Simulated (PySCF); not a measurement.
A structure optimised at B3LYP-D3(BJ)/def2-TZVPD, used in a PySCF frequency run:

```
Na
Cl 1 2.3686
```
Charge 0, spin multiplicity 1.

**Question.** Write its SMILES, formula and point group.

**Answer.** [Na][Cl], ClNa, C∞v

**Question.** What are its rotational constants (standard atomic weights)?

**Answer.** 6.4594 GHz (linear rotor, B only)
